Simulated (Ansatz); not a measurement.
**Arsenic, grey arsenic (A7): convergence with Fermi-Dirac smearing**

Computed with Ansatz, LDA, scalar-relativistic PAW, on the relaxed cell (a = 3.760 Å, c = 9.983 Å (c/a = 2.655); spin not included). Errors count from a run at 420 eV on a Γ-centred 17×17×17 mesh with Fermi-Dirac smearing of 0.1 eV, extrapolated to zero width. Fixed here: cutoff 420 eV, mesh 10×10×10. The SCF starts from atomic densities corrected by a trained network.

| width (eV) | E(σ→0) error (meV/atom) | F error (meV/atom) | P (GPa) | SCF iterations |
| --- | --- | --- | --- | --- |
| 0.01 | -4.3 | -4.3 | 0.00 | 6 |
| 0.1 | -4.1 | -5.6 | 0.02 | 7 |
| 0.2 | -0.9 | -12.4 | 0.01 | 6 |
| 0.3 | 6.5 | -30.2 | 0.12 | 6 |
| 0.6 | 46.3 | -174.7 | 1.31 | 7 |
| 1.0 | 116.4 | -614.3 | 4.94 | 7 |

Task: What does the run at 0.03 give (width)?

Result: E(σ→0) error (meV/atom): -4.3; F error (meV/atom): -4.4; P (GPa): 0.01; SCF iterations: 6.
